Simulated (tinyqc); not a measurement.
Starting guesses with plain Roothaan steps: SCF starting guesses in the sto-3g basis, for H2O+, spin multiplicity 2. Computed by the program tinyqc with PySCF. Command: `OMP_NUM_THREADS=1 python tinyqc.py 112213 112214 out.jsonl`; one thread of a shared host (Intel(R) Xeon(R) Processor @ 2.60GHz), about 1 s.

Geometry (angstrom):
```
atom       x        y       z
O     0.0000   0.0000  0.0000
H     0.0000   0.8350  0.7320
H     0.0000  -0.8350  0.7320
```

lowest solution found by these runs and by PySCF with stability checks = -74.656779 hartree

UHF with one setting changed at a time; a run stops when the energy changes by less than 1e-09 hartree and the error matrix is below 1e-5. Starts: the lowest orbitals of the core Hamiltonian, of the Wolfsberg-Helmholz matrix (K = 1.75), projected atomic densities, random orbitals, and the highest orbitals of the core Hamiltonian (a deliberately bad start).

Largest element of the error matrix X^T (FDS - SDF) X:
```
iteration     core  Wolfsberg-Helmholz  atomic densities   random  highest core orbitals
1          2.4e-01             1.7e-01           4.8e-01  3.4e+00                2.1e-01
2          3.0e-02             5.6e-02           1.1e-01  1.9e-01                2.4e-01
3          1.1e-02             1.6e-02           1.6e-02  4.4e-02                5.0e-02
4          4.1e-03             4.9e-03           6.4e-03  2.1e-02                1.3e-02
5          2.8e-03             3.3e-03           3.1e-03  1.6e-02                9.3e-03
6          2.0e-03             2.3e-03           2.3e-03  1.4e-02                6.6e-03
8          1.0e-03             1.2e-03           1.2e-03  1.1e-02                3.3e-03
10         5.5e-04             6.3e-04           6.5e-04  7.9e-03                1.6e-03
14         1.7e-04             1.9e-04           2.0e-04  4.4e-03                4.1e-04
20         3.0e-05             3.4e-05           3.6e-05  1.8e-03                5.1e-05
30               -                   -                 -  4.1e-04                      -
45               -                   -                 -  4.4e-05                      -
```

How each run ends:
```
run                    iterations  E (hartree)         state
core                           26   -74.656779  lowest found
Wolfsberg-Helmholz             26   -74.656779  lowest found
atomic densities               26   -74.656779  lowest found
random                         56   -74.656779  lowest found
highest core orbitals          26   -74.433663        higher
```

4 of 5 runs reach the lowest solution found, in 26 to 56 iterations (fastest: core, Wolfsberg-Helmholz, atomic densities). Ending on a higher stationary point: highest core orbitals; a small error matrix cannot reveal that, and an occupation fixed by the start is kept by symmetry or by the shape of the basin. The first errors are 2e-01, 2e-01, 5e-01, 3e+00, 2e-01.
